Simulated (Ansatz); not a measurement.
`COC1=NC1` + H₂O → `OC1=NC1` + CH₃OH at 400 K and 1 bar (formal hydrolysis of a C–O bond).

Calculated with Ansatz (gas phase, PBE0-D4/def2-TZVP geometries, no zero-point term in ΔE). CCSD(T)/CBS is the MP2 limit (def2-TZVPP, def2-QZVPP) plus CCSD(T) − MP2 in def2-TZVPP, frozen cores. This one scheme is used for every species. Each species was taken in one conformer, which may not be the lowest.

| species | CCSD(T)/CBS energy (Eh) | H − E (kJ/mol) | S (J/(mol·K)) |
| --- | --- | --- | --- |
| `COC1=NC1` | -246.94586 | 234.1 | 333.2 |
| H₂O | -76.37941 | 69.8 | 198.6 |
| `OC1=NC1` | -207.69976 | 153.8 | 288.3 |
| CH₃OH | -115.61712 | 151.2 | 252.6 |

H − E and S are ideal-gas, rigid-rotor, harmonic terms from PBE0-D4/def2-TZVP, for one conformer and one mirror image of each species. 1 Eh = 2625.50 kJ/mol, R = 8.31446 J/(mol·K).

Task: By hand: ΔE, ΔH, ΔS and ΔG.

Result: ΔE = (-207.69976) + (-115.61712) − (-246.94586) − (-76.37941) = 0.00839 Eh = 22.0 kJ/mol. Δ(H − E) = 153.8 + 151.2 − 234.1 − 69.8 = 1.1, so ΔH = 23.1 kJ/mol. ΔS = 288.3 + 252.6 − 333.2 − 198.6 = 9.1 J/(mol·K). ΔG = 23.1 − 400 × (9.1)/1000 = 19.5 kJ/mol.

Task: By hand: the equilibrium constant, and the temperature at which ΔG would vanish if ΔH and ΔS stayed fixed.

Result: log₁₀ K = −ΔG/(RT ln 10) = -2.5. ΔG = 0 at ΔH/ΔS = 2538 K, far beyond where these terms or the molecules hold.

The number of gas molecules stays the same, so ΔS is small and ΔH decides. A doubt of 5 kJ/mol in ΔE shifts log₁₀ K by 0.7 here. Other conformers and mirror images would add mixing entropy, several J/(mol·K) or more a flexible species. These are equilibria of isolated gas molecules and say nothing of rates. Largest T1 diagnostic: 0.013 (customary marks: 0.02 for closed shells, 0.045 for open ones).
